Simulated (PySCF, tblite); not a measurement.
Isomers of C5H6F (doublet state). Calculated harmonic vibrations of the isolated species, GFN2-xTB (tblite), most abundant isotopes, no scaling. Errors from tens to a few hundred cm⁻¹ against measured bands are possible. One conformer each. Open shells enter through the occupations alone, without spin polarisation, and single modes of such species can be off by tens of per cent.

Electronic energies: B3LYP/pcH-1 single points on the GFN2-xTB geometries (PySCF, gas phase).

```tsv
SMILES	electronic energy, lowest = 0 (kcal/mol)
C=[C]/C=C(\C)F	0.0
C[C@]1(F)[C]=CC1	28.4
C[C@@H](F)C1=C[CH]1	38.2
```

How do GFN2-xTB zero-point energies change the relative energies?

| SMILES | ZPE (kcal/mol) | of it from modes above 1550 cm⁻¹ | electronic (kcal/mol) | with ZPE, lowest = 0 (kcal/mol) | lowest mode (cm⁻¹) | rings |
| --- | --- | --- | --- | --- | --- | --- |
| C=[C]/C=C(\C)F | 55.5 | 28.6 | 0.0 | 0.0 | 75 | 0 |
| C[C@]1(F)[C]=CC1 | 57.8 | 28.5 | 28.4 | 30.7 | 172 | 1 |
| C[C@@H](F)C1=C[CH]1 | 56.1 | 28.9 | 38.2 | 38.8 | 48 | 1 |

The zero-point energies span 2.3 kcal/mol, from `C=[C]/C=C(\C)F` to `C[C@]1(F)[C]=CC1`. The order is unchanged.

And how do the electronic energies of GFN2-xTB itself compare?

`C=[C]/C=C(\C)F` 0.0; `C[C@]1(F)[C]=CC1` 21.0; `C[C@@H](F)C1=C[CH]1` 37.1 kcal/mol, lowest = 0. Against the energies above, taken from the same isomer `C=[C]/C=C(\C)F`, the largest difference is 7.4 kcal/mol.

What do entropy and thermal enthalpy add at 298.15 K and 1 bar (rigid rotor, harmonic oscillator, one conformer each)?

```tsv
SMILES	point group	symmetry number	S (cal/(mol K))	H − H(0) (kcal/mol)	ZPE + H − H(0) − TS (kcal/mol)
C=[C]/C=C(\C)F	Cs	1	85.3	5.27	35.4
C[C@]1(F)[C]=CC1	C1	1	77.0	4.31	39.2
C[C@@H](F)C1=C[CH]1	C1	1	83.0	4.93	36.3
```

S holds R ln(2S + 1) for the spin.
